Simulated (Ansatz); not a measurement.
# How far each method lies from full CI for SiC, triplet

Geometry: a point of a stretch scan, not a stationary point.

```xyz
2

Si    0.0000    0.0000    0.0000
C     0.0000    0.0000    2.7210
```

Basis 6-31G; Ansatz 0.2.0. Correlated methods freeze the noble-gas cores, which leaves 8 electrons in 16 orbitals. R marks a restricted (for open shells ROHF) determinant, U an unrestricted one. Active spaces: pair = (4e, 4o) about the gap; valence = (8e, 8o) chosen from the atoms' valence shells.

Full CI is exact within this basis and frozen core; it isn't the basis-set limit. The frozen core follows each run's orbitals, which can shift R against U totals by a few meV.

Unrestricted rows (U) aren't spin-pure: their determinants' ⟨S²⟩ exceeds S(S+1) by up to 0.67, so they mix in states of higher spin. Coupled cluster chose its determinant by a search with trial CCSD, here up to 0.51 eV above the lowest Hartree–Fock solution of its kind. For open shells CISD and CISDTQ are restricted-active-space CI with the open shells as a complete middle space.

BCCD(T) turns its orbitals far from the restricted determinant (T1 = 0.272 for the singles of that rotation), so its spin and state can't be checked, and it isn't compared.

- UHF ⟨S²⟩: 3.000
- ⟨S²⟩ of the determinant under UCCSD: 2.668
- T1 diagnostic (RCCSD): 0.0871
- largest doubles amplitude (RCCSD): 0.255
- T1 diagnostic (UCCSD): 0.1347

| level | E − E(RHF) (eV) |
| --- | --- |
| RMP2 | -2.2020 |
| RCCSD* | -3.3642 |
| UCCSD | -3.4028 |
| RCCSD(T)* | -3.5241 |
| UCCSD(T) | -3.5869 |

Task: Estimate how far full CI in 6-31G lies from RCCSD(T). The table doesn't fix it; the size of (T) and the diagnostics are the guide.

Result: Full CI in 6-31G lies 7.49 mEh below RCCSD(T), which is 127 % of the (T) step (-5.88 mEh). T1 is raised, a doubles amplitude is large, and the rest is a large part of (T). The miss exceeds 1 kcal/mol.

The other levels:

| level | E − E(full CI) (mEh) | share of correlation (%) | wall time |
| --- | --- | --- | --- |
| UHF† | 94.64 | – | 0.78 s |
| CISD | 23.87 | 82.57 | 1.1 s |
| RCCSDT | 3.67 | 97.32 | – |
| UCCSDT* | 1.88 | 98.63 | – |
| CISDTQ | 2.01 | 98.54 | 4.9 s |
| RCCSDT(Q) | 1.27 | 99.07 | 8.5 s |
| UCCSDT(Q)* | -0.52 | 100.38 | 11 s |
| RCCSDTQ* | 0.66 | 99.52 | 50 s |
| UCCSDTQ* | 0.54 | 99.60 | 54 s |
| CASSCF (valence space) | 40.29 | 70.59 | – |
| NEVPT2 (valence space) | 12.56 | 90.84 | 3 s |
| MRCISD (valence space) | 1.41 | 98.97 | – |
| MRCISD+Q (valence space) | 0.31 | 99.77 | 3.8 s |
| MRCISD+Q(relaxed) (valence space) | -0.14 | 100.10 | 4.3 s |

An asterisk marks runs whose energy the program itself flagged as in doubt. A dagger marks rows that describe another state than the reference (another or a broken symmetry, a higher spin or other natural occupations), so the difference holds a gap between states beside the method's error.

The correlation energy at full CI, counted from RHF, is -3.728 eV. That run took 35 s on 1 thread of Arm Neoverse V1, shared host over 827,648 determinants.

Run but not shown, since their state, orbitals or frozen core can't be matched to the reference's or they repeat it: UMP2, BCCD(T), CASSCF (pair space), NEVPT2 (pair space).

Times hold each run's SCF and search for its determinant on a shared host, so for small cases they say little of a method's own cost; they ran on 1 thread of Arm Neoverse V1.

Not variational, and here over 5 meV under the exact energy: UCCSDT(Q).

The full-CI state has the irrep A2 of C2v, in the program's axes (one component, if the state is degenerate).

Natural occupations of full CI about the gap: 1.954 1.937 1.779 0.855 0.855 0.215 0.181 0.181 0.011 0.007; effectively unpaired electrons, Σ n²(2−n)², 2.46.
